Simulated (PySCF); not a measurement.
## Potential energy of CF⁺ along the bond

Set-up: basis C def2-TZVPPD, F def2-TZVPPD; no relativity; PySCF 2.14. Energies in eV from C⁺ + F in their ground configurations at the same level. State: ¹Σ⁺ (singlet), closed shell.

All columns are PBE0. A positive dipole points towards F; it is taken about the centre of mass and depends on that origin.

```csv
R (Å),E (eV),μ (D),Mulliken charge on C (basis-dependent),HOMO (eV),LUMO (eV),Mayer bond order,⟨S²⟩
0.993,-6.246,-0.11,0.52,-21.34,-10.86,2.22,0.00
1.040,-7.207,-0.35,0.59,-21.51,-11.39,2.08,0.00
1.086,-7.737,-0.61,0.64,-21.68,-11.87,1.94,0.00
1.120,-7.924,-0.81,0.68,-21.81,-12.20,1.86,0.00
1.155,-7.976,-1.02,0.71,-21.94,-12.51,1.79,0.00
1.190,-7.921,-1.23,0.73,-22.07,-12.79,1.74,0.00
1.236,-7.724,-1.52,0.75,-22.22,-13.14,1.70,0.00
1.294,-7.341,-1.89,0.78,-22.39,-13.52,1.66,0.00
1.363,-6.757,-2.33,0.81,-22.54,-13.93,1.63,0.00
1.455,-5.875,-2.92,0.85,-22.60,-14.38,1.59,0.00
```

A fit through these points gives, at Re = 1.153 Å, μ = -1.01 D and dμ/dR = -6.03 D/Å; the reduced mass is 7.355 u.

Question: How strong is the fundamental in the double-harmonic approximation, I = 42.26·(dμ/dR)²/μred km/mol?

Answer: I = 42.26·(-6.03)²/7.355 = 209 km/mol at PBE0.

For an ion De counts to the pair picked by the measured ionisation energies or electron affinities, which need not be the lowest pair at this level.
